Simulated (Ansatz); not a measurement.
## Where PBE misses the bulk modulus: 12 values for a set of hcp solids

PBE (Ansatz, a quantum-chemistry and plane-wave program) was set against 12 reference values (hcp Cd, hcp Co, hcp Hf, hcp Mg, hcp Os, hcp Re, hcp Ru, hcp Tc, hcp Ti, hcp Tl, hcp Y, hcp Zn), measured values corrected to a static lattice. Its mean error is -6.4 % and its mean absolute error 8.8 % (median 4.9 %); 8 of 12 lie within 10 %, and the value is below the reference in 10 of 12 cases.

All rows, largest deviation first (by %; values in GPa; a dash: no usable value at that level):

```tsv
solid	reference	PBE	PBE error (%)	r²SCAN	r²SCAN+rVV10	PBE-D3(BJ)
hcp Tl	37.4¶	26.2	-30	31.5	36.0	32.0
hcp Cd	53.8§ (50.7–53.8)	38.4	-29	43.9	52.1	51.9
hcp Co	193	215	+11.5	224	230	231
hcp Zn	69.7 (64.7–69.7)	62.5	-10.4	75.6	81.6	73.9
hcp Mg	38.6¶	36.0	-6.7	39.6	40.0	39.9
hcp Os	425	397	-6.5	427	438	418
hcp Ti	108	112	+3.3	117	119	121
hcp Hf	110	107	-2.4	110	112	112
hcp Y	41.7 (37.3–41.7)	40.8	-2.1	40.6	41.3	42.0
hcp Ru	318 (318–336)	311	-2.0	337	347	333
hcp Re	369	364	-1.3	388	396	382
hcp Tc	303	300	-1.2	320	328	318
```

All these references are brought to a static lattice.

Spin–orbit coupling is left out, also for the solids with elements from indium on (hcp Hf, hcp Os, hcp Re, hcp Tl); its size isn't shown.

§ marks references from which a value of another source on file, of any temperature and not printed here, differs by over 15 %.

¶ marks references of a special kind: hcp Tl, 37.4 GPa (measured, copied from a table, unchecked, extrapolated to 0 K and zero-point effects removed; as tabulated in Lejaeghere et al. (2013), arXiv:1204.2733); hcp Mg, 38.6 GPa (measured, copied from a table, unchecked, extrapolated to 0 K and zero-point effects removed; as tabulated in Lejaeghere et al. (2013), arXiv:1204.2733).

In Ansatz's fits of the non-cubic solids, shape and atoms are relaxed at each volume.

Brackets give the range of the sources taken for a reference, where it is wide; it can hold other temperatures.

Differences are worked out from unrounded values.

Programs: Ansatz.

Ansatz's runs of these crystals have no spin polarisation, but for hcp Co. Meta-GGAs and exact exchange favour moments, which can bear on hcp Co, hcp Ti, hcp Y.

Density-functional runs with spin start from parallel moments for hcp Co.

Each level is taken at its own relaxed cell. Caveats: the cell is over a tenth larger than the published one: the level's own overestimate first of all, though another phase or state, or a fault of the published cell, is possible (PBE: hcp Tl). Ansatz's density-functional and Hartree–Fock values are scalar-relativistic unless marked +SOC, with PAW data made under PBE.

Not in this set, of the hcp solids with a reference value in our tables and a result at some level: 3 for sources at odds; 1 for a reference at room or unstated temperature. These can be a level's best or worst cases. Solids without a released value at any level aren't counted. Layered and molecular crystals are counted apart. The metals Ce to Yb are counted apart.

References as tabulated in doi:10.1021/acs.jctc.3c00612; Lejaeghere et al. (2013), arXiv:1204.2733.
